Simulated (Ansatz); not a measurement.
# HO (doublet): from Hartree-Fock to the top rungs, def2-QZVPP

The task here is to estimate one member of a computed series from the others.

The runs use Ansatz 0.2.0, Gaussian basis; def2-QZVPP, core rule «outside noble gas», up to 1 orbitals frozen.

The runs, in order: UHF; ROHF; CCSD(T) on UHF.

2 further runs of the same task are left out: 1 that didn't finish, 1 set aside as unsound or not needed.

## The system

The geometry is a PBE0/def2-TZVP stationary point (not a proven minimum) of the parent state, kept for this charge and spin.

2 atoms, charge 0, spin multiplicity 2.

Atoms are counted from 1 here; the program's logs count them from 0.

Bond lengths: O1–H2 1.035 Å.

The first run:

Input file in.yaml:

```yaml
crystal:
  periodic: [false, false, false]
  atoms:
    - {symbol: O, position_ang: [0.000000, 0.000000, 0.000000]}
    - {symbol: H, position_ang: [0.000000, 0.000000, 1.035200]}
basis:
  gaussian: {orbitals: "def2-QZVPP.json"}
magnetization: {spin_polarized: true, initial_magnetization: 1}
hamiltonian: {xc: hf}
output: {orbitals: {seedname: orbitals}}
```

Started as:

```
$ ansatz run in.yaml --threads 1 --pin off --events-out ev --progress --plain --max-ram 2393MiB
```

Among the steps run: UHF; ROHF; CCSD(T) on UHF.

One table of the session follows, with a row left open; its other results are not shown here.

```
  method  from UCCSD(T) (kcal/mol)
    ROHF                   +152.39
     UHF                   +149.17
    UMP2                    +11.68
   UCCSD                         ?
UCCSD(T)                         0
```

**Question.** Estimate the row for UCCSD.

**Answer.** from UCCSD(T) (kcal/mol): +4.10. In the column «from UCCSD(T) (kcal/mol)» it lies between UCCSD(T) (0) and UMP2 (+11.68).
